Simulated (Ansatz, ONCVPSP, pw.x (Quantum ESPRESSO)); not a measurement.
# Re: does the ONCV potential hold in the solid?

ONCVPSP 4.0.1.1 (patched build) input, shortened (lines: element, Z, core and valence counts, functional; n l f; lmax; l rc ep ncon nbas qcut; lloc lpopt rc5 dvloc0; l nproj debl; icmod fcfact rcfact), PBEsol, scalar-relativistic:

```
  Re 75.00   10    5  -116133      upf
    1    0    2.00
    2    0    2.00
    2    1    6.00
    3    0    2.00
    3    1    6.00
    3    2   10.00
    4    0    2.00
    4    1    6.00
    4    2   10.00
    4    3   14.00
    5    0    2.00
    5    1    6.00
    5    2    5.00
    6    0    1.75
    6    1    0.25
    2
    0    1.68    0.00    4    7    8.60
    1    1.75    0.00    4    7    9.50
    2    1.50    0.00    4    9    6.30
    2    5    1.50    0.00
    0    2    1.50
    1    3    3.90
    2    0    0.40
    0    0.00    0.00
```

Crystal test: bcc Re in pw.x 7.5, no spin, 15³ k-points, Fermi–Dirac smearing 0.01 Ry, cutoffs 75/300 Ry. The reference is all-electron LAPW (Ansatz 0.2.0) with the same functional, mesh and smearing; V0 and B0 come from Birch–Murnaghan fits to the pressures at five volumes. Errors are pseudo minus all-electron; Δ is the rms difference of the E(V) curves that follow from these fits, minima aligned, over ±6 % about the mean V0. Mesh and smearing are coarse, so the numbers serve the comparison and aren't converged zero-temperature values; the lattice is a test structure that the element need not adopt.

```csv
V (Å³/atom),P all-electron (GPa),P pseudo (GPa)
13.944,22.77,18.57
14.311,11.06,7.28
14.678,0.85,-2.56
15.045,-8.06,-11.14
15.412,-15.82,-18.61
```

All-electron: a0 = 3.087 Å (V0 = 14.71 Å³/atom), B0 = 377.2 GPa.

Pseudopotential: mean pressure error (GPa): -3.45; a0 (Å): 3.078; a0 error (%): -0.30; B0 error (%): +0.3; Δ (meV/atom): 11.1. Atomic configuration tests: 1 of 4 tests not solved or not reliable.

**Question.** At the middle volume, how do free energy and pressure move when the wave cutoff is lowered (ecutrho kept at four times it)?

**Answer.**

```tsv
cutoff (Ry)	shift of F (meV/atom)	shift of P (GPa)
34	+2426.9	-77.12
45	+474.4	-25.38
60	+27.1	-2.48
```

Input at the middle volume:

```
&control
  calculation='scf', prefix='x', pseudo_dir='./', outdir='./tmp', tstress=.true., disk_io='none'
/
&system
  ibrav=0, nat=1, ntyp=1, ecutwfc=75, ecutrho=300, nbnd=15,
  occupations='smearing', smearing='fd', degauss=0.01
/
&electrons
  conv_thr=1e-09, mixing_beta=0.4, electron_maxstep=70
/
ATOMIC_SPECIES
Re 1.0 Re.UPF
CELL_PARAMETERS angstrom
  -1.54241875 1.54241875 1.54241875
  1.54241875 -1.54241875 1.54241875
  1.54241875 1.54241875 -1.54241875
ATOMIC_POSITIONS crystal
Re 0.0000 0.0000 0.0000
K_POINTS automatic
15 15 15 0 0 0
```

```bash
pw.x < Re.scf.in > Re.scf.out
```

Lines of the output:

```
Message from routine setup:
     using ibrav=0 with symmetry is DISCOURAGED, use correct ibrav instead
     lattice parameter (alat)  =       5.0485  a.u.
     unit-cell volume          =      99.0521 (a.u.)^3
     number of electrons       =        15.00
     number of Kohn-Sham states=           15
     kinetic-energy cutoff     =      75.0000  Ry
     charge density cutoff     =     300.0000  Ry
     scf convergence threshold =      1.0E-09
     Exchange-correlation= PBESOL
     number of k points=   120  Fermi-Dirac smearing, width (Ry)=  0.0100
     iteration #  1     ecut=    75.00 Ry     beta= 0.40
     total energy              =    -159.24250737 Ry
     estimated scf accuracy    <       0.05148093 Ry
     iteration #  2     ecut=    75.00 Ry     beta= 0.40
     total energy              =    -159.24414011 Ry
     estimated scf accuracy    <       0.00643064 Ry
     iteration #  3     ecut=    75.00 Ry     beta= 0.40
     total energy              =    -159.24494544 Ry
     estimated scf accuracy    <       0.00043309 Ry
     iteration #  4     ecut=    75.00 Ry     beta= 0.40
     total energy              =    -159.24496157 Ry
     estimated scf accuracy    <       0.00000783 Ry
     iteration #  5     ecut=    75.00 Ry     beta= 0.40
     total energy              =    -159.24496355 Ry
     estimated scf accuracy    <       0.00000013 Ry
     iteration #  6     ecut=    75.00 Ry     beta= 0.40
     total energy              =    -159.24496357 Ry
     estimated scf accuracy    <          4.5E-09 Ry
     iteration #  7     ecut=    75.00 Ry     beta= 0.40
     the Fermi energy is    24.9624 ev
!    total energy              =    -159.24496357 Ry
     estimated scf accuracy    <          1.3E-10 Ry
     smearing contrib. (-TS)   =      -0.00504862 Ry
     The total energy is F=E-TS. E is the sum of the following terms:
     one-electron contribution =     -20.58830916 Ry
     hartree contribution      =      18.84649789 Ry
     xc contribution           =     -17.03531869 Ry
     ewald contribution        =    -140.46278499 Ry
     convergence has been achieved in   7 iterations
          total   stress  (Ry/bohr**3)                   (kbar)     P=      -25.59
     Message from routine punch:
     Nothing written, as per user request (disk_io='none')
```

The run at the middle volume (120 k-points, 7 iterations) took about 34 s on one core of a shared host (Neoverse-N1, 64 threads, 124 GiB, load 52).
